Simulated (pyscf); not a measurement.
Structures and frequencies: ωB97X-D3(BJ)/def2-SVP in PySCF.

Task: PBE/def2-TZVP puts the barrier of H₃Si–Se–SiH₃ (SMILES [SiH3][Se][SiH3]) + H• (SMILES [H]) → SiH₄ (SMILES [SiH4]) + H₃Si–Se• (SMILES [SiH3][Se]) (substitution at Si; doublet surface; Se–Si broken, H–Si formed) at -1.9 kcal/mol and the reaction energy at -13.2 kcal/mol, from the separated reactants. What do r²SCAN/def2-TZVP, PBE0-D3(BJ)/def2-TZVP, ωB97M-D3(BJ)/def2-TZVP give on the same structures?

Result: r²SCAN: ΔE‡ = -1.7 kcal/mol, ΔE = -14.0 kcal/mol; PBE0-D3(BJ): ΔE‡ = 2.0 kcal/mol, ΔE = -11.3 kcal/mol; ωB97M-D3(BJ): ΔE‡ = 6.1 kcal/mol, ΔE = -16.3 kcal/mol. PBE's barrier matches one of them and lies within 8.0 kcal/mol of the others. Its reaction energy lies among theirs. At PBE, r²SCAN this geometry lies under the reactants; that is no barrier but a single point on another level's saddle; such a level's own saddle, if it has one, lies nearer that side and is low. This is the saddle that the search found; another between the same sides may lie lower. The angle at the attacked Si is 160°. Elements up to Kr have no core potential and no relativistic terms here.
